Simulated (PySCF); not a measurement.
Gas-phase acidity of `BN` (BH4N)

Molecule: `BN` (BH4N). Coordinates in Å; atoms count from 1 in this order:
```
B    -0.6829    0.0279   -0.0179
N     0.7068   -0.0280    0.0029
H    -1.3124   -1.0050   -0.0239
H    -1.2272    1.1082   -0.0294
H     1.2949    0.7957    0.0089
H     1.2270   -0.8962    0.0133
```

Level of theory: M06-2X/ma-def2-TZVP single points in PySCF, grid level 3; every species was optimised with PBE0-D3(BJ)/ma-def2-SVP. Thermal corrections: PBE0-D3(BJ)/ma-def2-SVP frequencies, unscaled, ideal gas at 298.15 K and 1 bar, quasi-RRHO entropy.

| site | product | ΔH(acid) / kcal/mol | ΔG(acid) / kcal/mol |
| --- | --- | --- | --- |
| N2 (nitrogen on the metalloid) | `B[NH-]` | 380.6 | 372.7 |

ΔH and ΔG refer to AH → A⁻ + H⁺ in the gas phase. Sites whose products fell apart, merged with another or lost in a GFN2-xTB screen aren't listed.

Note: B1 is not listed: the run failed or kept an imaginary mode, or the ion rearranged or equalled another.

Run with `OMP_NUM_THREADS=1 python redox_run.py task.json out` on 1 thread of Arm Neoverse N1, a shared host. Structures, frequencies and single points: 42 s of wall time.
